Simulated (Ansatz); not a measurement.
We consider 1T (CdI2-type) PtS2, described by PBEsol+SOC (PAW; Ansatz, a quantum-chemistry and plane-wave program).

Settings: plane-wave cutoff 520 eV, 12×12×8 k mesh (along the axes of the cell as run), Fermi–Dirac smearing 0.01 eV, PAW data made under PBE.

Computed at the level's own relaxed cell.

Task: Give the computed volume per atom, direct gap at Γ, c axis length, bulk modulus and equilibrium lattice constant a.

Result: 
- volume per atom = 17.69 Å³/atom
- direct gap at Γ = 1.44 eV
- c axis length = 4.817 Å
- bulk modulus = 18.2 GPa
- equilibrium lattice constant a = 3.567 Å

Measured, for comparison: lattice parameter c 5.036 Å (temperature not stated, zero-point anharmonic expansion removed (computed with revB86b-DF2); no thermal correction; as tabulated in Björkman (2014), arXiv:1406.2436); lattice constant a 3.542 Å (temperature not stated, no zero-point or thermal correction; as tabulated in Björkman (2014), arXiv:1406.2436). Computed (rounded) less measured: lattice parameter c -4.3 %, lattice constant a +0.7 %.

Note: the cell comes from a level without a dispersion term, which matters for the spacing of layers, chains or molecules; the bulk modulus comes from volumes at which shape and atoms were relaxed.

Computed values are for the static lattice.

Computing time: very roughly 24 core-minutes.
